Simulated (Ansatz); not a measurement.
# NH+ (quartet): from Hartree-Fock to the top rungs, def2-TZVPP

The task here is to estimate one member of a computed series from the others.

Program: Ansatz 0.2.0, Gaussian basis. Level of theory: def2-TZVPP, core rule «outside noble gas», up to 1 orbitals frozen. These are calculated values, not measurements.

To be run: UHF; ROHF; CCSD(T) on UHF.

### What is computed

The geometry is a PBE0/def2-TZVP stationary point (not a proven minimum) of the parent state, kept for this charge and spin.

2 atoms, charge 1, spin multiplicity 4.

Atoms are counted from 1 here; the program's logs count them from 0.

Bond lengths: N1–H2 1.081 Å.

As a file:

```xyz
2
charge 1, multiplicity 4
N     0.0000    0.0000    0.0000
H     0.0000    0.0000    1.0810
```

The first run:

in.yaml reads:

```yaml
crystal:
  periodic: [false, false, false]
  atoms:
    - {symbol: N, position_ang: [0.000000, 0.000000, 0.000000]}
    - {symbol: H, position_ang: [0.000000, 0.000000, 1.081000]}
basis:
  gaussian: {orbitals: def2-TZVPP}
total_charge: 1
magnetization: {spin_polarized: true, initial_magnetization: 3}
hamiltonian: {xc: hf}
output: {orbitals: {seedname: orbitals}}
```

Launch:

```sh
$ ansatz run in.yaml --threads 1 --pin off --events-out ev --progress --plain --max-ram 4096MiB --backend cpu
```

Steps of the session up to this table: UHF; ROHF; CCSD(T) on UHF.

One table of the session follows, with a row left open; its other results are not shown here.

It belongs to the step «Misses and costs». 

| method | from UCCSD(T) (kJ/mol) |
| --- | --- |
| ROHF | +285.4 |
| UHF | +279.2 |
| UMP2 | +47.9 |
| UCCSD | ? |
| UCCSD(T) | 0 |

**Question.** Estimate the row for UCCSD.

**Answer.** from UCCSD(T) (kJ/mol): +5.4. In the column «from UCCSD(T) (kJ/mol)» it lies between UCCSD(T) (0) and UMP2 (+47.9).
